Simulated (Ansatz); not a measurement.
Ansatz (a quantum-chemistry and plane-wave program) input:
A basis named .json is the Basis Set Exchange file of that set.

Ansatz 0.2 input:
```yaml
crystal:
  periodic: [false, false, false]
  atoms:
    - {symbol: O, position_ang: [0.05728725, 0.81312084, -0.03996413]}
    - {symbol: O, position_ang: [0.04221979, -0.70897730, -0.01520246]}
    - {symbol: H, position_ang: [-0.79605634, -0.83314830, 0.44133267]}
basis:
  gaussian:
    orbitals: def2-QZVPPD.json
    fitting: {mean_field: def2-universal-jkfit, correlation: def2-QZVPPD-RIFIT.json}
total_charge: -1
magnetization: {spin_polarized: false}
correlation: {method: mp2, electrons: outside_noble_gas}
```

Problem. Which total energy does the run end on?

Solution. -150.77586 Eh (RI-MP2/def2-QZVPPD). The basis has 165 functions.

It need not be the lowest isomer of its formula. Whether it binds its extra electron was not tested at this geometry.
